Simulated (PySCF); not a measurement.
N₂, SMILES N#N (connectivity only; charge and spin as stated), charge +1, multiplicity 2. Atoms are numbered in the order given.

```xyz
2

N      0.0000     0.0000    -0.5521
N      0.0000     0.0000     0.5521
```
Charge +1, spin multiplicity 2.

Coordinates come from a B3LYP-D3(BJ)/def2-TZVPD optimisation.

Computed with PySCF with SMD-B3LYP/def2-SVP.

Solvation free energies are E(SMD) − E(gas) at the gas-phase geometry, for 1 M in both phases.

**Question.** Rank water, methanol, 2-propanol by solvation free energy, most negative first.

**Answer.** water (-77.6 kcal/mol), methanol (-72.9 kcal/mol), 2-propanol (-71.1 kcal/mol)
